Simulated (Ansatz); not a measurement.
A run of Ansatz (development build ahead of 0.2.0) on singlet C3H6 at this shape:

```
atom    x (Å)    y (Å)    z (Å)
   C   0.8718   0.0000  -0.0001
   C  -0.4358   0.7549   0.0001
   C  -0.4360  -0.7549  -0.0001
   H   1.5125   0.0001   0.8819
   H   1.5125   0.0000  -0.8818
   H  -0.7562   1.3099  -0.8818
   H  -0.7561   1.3099   0.8818
   H  -0.7563  -1.3099   0.8818
   H  -0.7563  -1.3099  -0.8818
```

Its results:

```
Converged                       : yes
Reference energy                : -117.06351 hartree
Correlation energy              : -0.42401 hartree
Total energy                    : -117.48753 hartree
Spin squared of the determinant : 0.000
```

Task: Which input gives this output? Name the method, the orbitals and the basis set, and write the input.

Result: RHF-MP2 in cc-pVDZ. An unrestricted run that stays on the closed shell gives the same numbers.

```yaml
crystal:
  periodic: [false, false, false]
  atoms:
    - { symbol: C, position_ang: [0.87182, 1.0e-05, -0.0001] }
    - { symbol: C, position_ang: [-0.43584, 0.75494, 6.0e-05] }
    - { symbol: C, position_ang: [-0.43595, -0.75494, -6.0e-05] }
    - { symbol: H, position_ang: [1.51251, 9.0e-05, 0.88186] }
    - { symbol: H, position_ang: [1.51253, 4.0e-05, -0.88175] }
    - { symbol: H, position_ang: [-0.7562, 1.30991, -0.88176] }
    - { symbol: H, position_ang: [-0.75614, 1.30986, 0.88183] }
    - { symbol: H, position_ang: [-0.75629, -1.30991, 0.88177] }
    - { symbol: H, position_ang: [-0.7563, -1.30993, -0.88184] }
basis:
  gaussian: { orbitals: cc-pVDZ }
hamiltonian:
  xc: hf
correlation:
  method: mp2
  frozen_orbitals: { C: 1, H: 0 }
```
